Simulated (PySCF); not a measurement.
# Name the molecule from its bond curve

A diatomic of charge +1 contains Li (the partner may be the same element). Its doublet curve at TPSSh in a double-zeta basis (no relativity, PySCF), in eV from the separated fragments:

```tsv
R (Å)	E (eV)
2.682	-1.193
2.806	-1.248
2.931	-1.279
3.025	-1.290
3.118	-1.293
3.212	-1.289
3.336	-1.274
3.492	-1.245
3.679	-1.199
3.929	-1.126
```

The fit gives ωe = 254 cm⁻¹ and the rotational constant Bₑ = 0.4984 cm⁻¹.

Q: Which atom is the partner?

A: The minimum lies at 3.105 Å, so the reduced mass is 16.8576 u Å² cm⁻¹/(Bₑ·Re²) = 3.508 u. With Li at 7.02 u the partner weighs about 7.0 u: Li. The molecule is Li₂⁺.

The state was picked by a PBE0 search and need not be the measured ground state.
